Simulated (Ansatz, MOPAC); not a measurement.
Gas-phase reaction in SMILES: CCC [propane] + 2 [H][H] (H2) → 3 C (CH4)

Wanted: energy of full hydrogenation (enthalpy at 298 K), in kcal/mol. Set-up: no spin-orbit coupling; dispersion terms only where a functional's name holds one; non-relativistic; six Cartesian d functions in 6-31G* and its kin unless marked 5d. First-principles rows: single points at B3LYP-D3(BJ) geometries (Ansatz, a quantum-chemistry and plane-wave program), with unscaled harmonic terms from B3LYP/6-31G* at its own minima. Semi-empirical rows: MOPAC heats of formation at their own minima for 298 K.

| species | coefficient | E at B3LYP/6-31G* (Ansatz), Eh | E at wB97M-V/def2-TZVPD (Ansatz), Eh | H(298 K) - E, kcal/mol | heat of formation at PM6 (MOPAC), kcal/mol |
|---|---|---|---|---|---|
| CCC | -1 | -119.14411 | -119.09630 | 68.75 | -20.97 |
| [H][H] (H2) | -2 | -1.17549 | -1.16077 | 8.44 | -25.73 |
| C (CH4) | +3 | -40.51834 | -40.49098 | 30.76 | -12.29 |

Measured values: Active Thermochemical Tables 1.112 (ions: stationary electron), as tabulated in the package chemicals; they hold spin-orbit and core effects, anharmonicity.  Value to compare with, the measured value: -28.5 kcal/mol. 1 Eh = 627.5095 kcal/mol.

**Question.** Compute it at each level from the table, and compare with the measured value.

**Answer.** 
- B3LYP/6-31G*: the sum of coefficient times E is -0.05993 Eh, or -37.61 kcal/mol; the thermal terms add 6.65. Result: -31.0 kcal/mol. Its error against the measured value is -2.5 kcal/mol.
- wB97M-V/def2-TZVPD: the sum of coefficient times E is -0.05510 Eh, or -34.58 kcal/mol; the thermal terms add 6.65. Result: -27.9 kcal/mol. Its error against the measured value is 0.6 kcal/mol.
- PM6: the sum of coefficient times heat of formation is 35.56 kcal/mol; it needs no thermal term. Its error against the measured value is 64.1 kcal/mol.
